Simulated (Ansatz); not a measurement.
# CHOSi (quartet): wave-function methods side by side, def2-QZVPP

The task here is to estimate one member of a computed series from the others.

Method: def2-QZVPP, core rule «outside noble gas», up to 7 orbitals frozen; program: Ansatz 0.2.0, Gaussian basis.

Plan: UHF; ROHF; CCSD(T) on UHF.

2 further runs of the same task are left out: 2 set aside as unsound or not needed.

### What is computed

The geometry is a PBE0/def2-TZVP stationary point (not a proven minimum) of the parent state, kept for this charge and spin.

4 atoms, charge 0, spin multiplicity 4.

Atoms are counted from 1 here; the program's logs count them from 0.

Bond lengths: C1–Si2 1.734 Å, C1–H4 1.091 Å, Si2–O3 1.512 Å. Angles: Si2–C1–H4 122.7°, C1–Si2–O3 156.4°.

Set-up of the first run:

File in.yaml:

```yaml
crystal:
  periodic: [false, false, false]
  atoms:
    - {symbol: C, position_ang: [0.000000, -0.252496, 1.704393]}
    - {symbol: Si, position_ang: [0.000000, 0.153083, 0.018811]}
    - {symbol: O, position_ang: [0.000000, -0.110768, -1.469523]}
    - {symbol: H, position_ang: [0.000000, 0.501477, 2.492415]}
basis:
  gaussian: {orbitals: "def2-QZVPP.json"}
magnetization: {spin_polarized: true, initial_magnetization: 3}
hamiltonian: {xc: hf}
output: {orbitals: {seedname: orbitals}}
```

Launch:

```
> ansatz run in.yaml --threads 1 --pin off --events-out ev --progress --plain --max-ram 2393MiB
```

Among the steps run: UHF; ROHF; CCSD(T) on UHF.

One of the session's tables, all rows but one given; the rest of the session is left out.

It belongs to the step «Misses and costs». 

| method | from UCCSD(T) (kcal/mol) |
| --- | --- |
| ROHF | +319.88 |
| UHF | +314.66 |
| UMP2 | +22.64 |
| UCCSD | ? |
| UCCSD(T) | 0 |

Estimate the missing values for UCCSD.

**Answer.** from UCCSD(T) (kcal/mol): +15.29. In the column «from UCCSD(T) (kcal/mol)» it lies between UCCSD(T) (0) and UMP2 (+22.64).
